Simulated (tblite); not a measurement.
CH8BN.
Bonds: B1–N2, N2–C3. Hydrogens: H4, H5, H6 on B1; H7, H8 on N2; H9, H10, H11 on C3.

Computed with GFN2-xTB (tblite), gas phase: Langevin dynamics at 300 K from the optimised GFN2-xTB geometry, time step 0.5 fs, friction 0.01 fs⁻¹, 2000 steps.

Start geometry:
```
atom  x, y, z in Å
B1      1.257    0.479   -0.167
N2      0.034   -0.612   -0.001
C3     -1.286   -0.015    0.162
H4      2.243   -0.183   -0.287
H5      1.004    1.115   -1.142
H6      1.256    1.130    0.831
H7      0.273   -1.181    0.804
H8      0.065   -1.195   -0.831
H9     -2.070   -0.768    0.269
H10    -1.274    0.625    1.042
H11    -1.497    0.609   -0.705
```

The statistics below take the 31 frames saved every 25 fs from 250 to 1000 fs; their kinetic temperature (all 3N coordinates) averages 343 K.

Problem. Give the mean, spread and extremes of the bond lengths.

Solution. 
| bond | start (Å) | mean (Å) | standard deviation (Å) | shortest (Å) | longest (Å) |
| --- | --- | --- | --- | --- | --- |
| B1–N2 | 1.647 | 1.676 | 0.056 | 1.598 | 1.810 |
| N2–C3 | 1.457 | 1.470 | 0.029 | 1.408 | 1.514 |
| B1–H4 | 1.193 | 1.199 | 0.029 | 1.137 | 1.286 |
| B1–H5 | 1.191 | 1.194 | 0.018 | 1.163 | 1.229 |
| B1–H6 | 1.191 | 1.188 | 0.038 | 1.130 | 1.268 |
| N2–H7 | 1.015 | 1.019 | 0.031 | 0.966 | 1.084 |
| N2–H8 | 1.015 | 1.020 | 0.045 | 0.947 | 1.119 |
| C3–H9 | 1.093 | 1.101 | 0.033 | 1.043 | 1.185 |
| C3–H10 | 1.088 | 1.092 | 0.034 | 1.021 | 1.165 |
| C3–H11 | 1.088 | 1.096 | 0.029 | 1.040 | 1.170 |

Problem. Give the same statistics for bond angles, one of each kind.

Solution. 
```tsv
angle	start (°)	mean (°)	standard deviation (°)	smallest (°)	largest (°)
N2–B1–H4	104.8	104.9	4.9	94.2	117.7
H4–B1–H5	112.9	111.8	4.8	101.5	121.1
B1–N2–C3	114.3	114.4	3.6	106.1	121.3
B1–N2–H7	106.0	105.4	4.5	97.1	112.5
C3–N2–H7	110.8	111.0	4.4	100.2	121.4
H7–N2–H8	108.6	107.1	5.3	96.8	118.6
N2–C3–H9	112.2	110.7	4.3	101.5	118.2
N2–C3–H10	108.8	108.4	3.6	100.5	115.4
H9–C3–H10	109.5	110.5	6.9	98.9	121.2
H10–C3–H11	108.0	108.7	4.8	98.3	117.2
```

Problem. How far does each atom move about its mean position (frames aligned on the start, all atoms weighted alike), and what rms force does it feel?

Solution. 
| atom | rms displacement (Å) | rms force (eV/Å) |
| --- | --- | --- |
| B1 | 0.08 | 1.20 |
| N2 | 0.08 | 2.66 |
| C3 | 0.09 | 1.91 |
| H4 | 0.30 | 0.68 |
| H5 | 0.36 | 0.53 |
| H6 | 0.35 | 0.89 |
| H7 | 0.15 | 1.23 |
| H8 | 0.17 | 1.78 |
| H9 | 0.31 | 1.20 |
| H10 | 0.36 | 1.26 |
| H11 | 0.38 | 1.04 |

The displacements run from 0.08 to 0.38 Å, the largest at H11.

Problem. How widely does the potential energy scatter, against a harmonic estimate?

Solution. Mean 0.41 eV above the start, standard deviation 0.143 eV, range 0.23 to 0.83 eV. For 27 classical harmonic modes at 300 K the canonical values are 27kT/2 = 0.35 eV and kT·√(27/2) = 0.095 eV.

The run is classical and short, so these are rough statistics of one trajectory.

What follows is the cost of the whole dynamics run. On one thread, Arm Neoverse V2 (aarch64), shared host with 32 logical CPUs at a one-minute load of 9.6, this took 3.2 s and 0.18 GiB of memory at its peak.
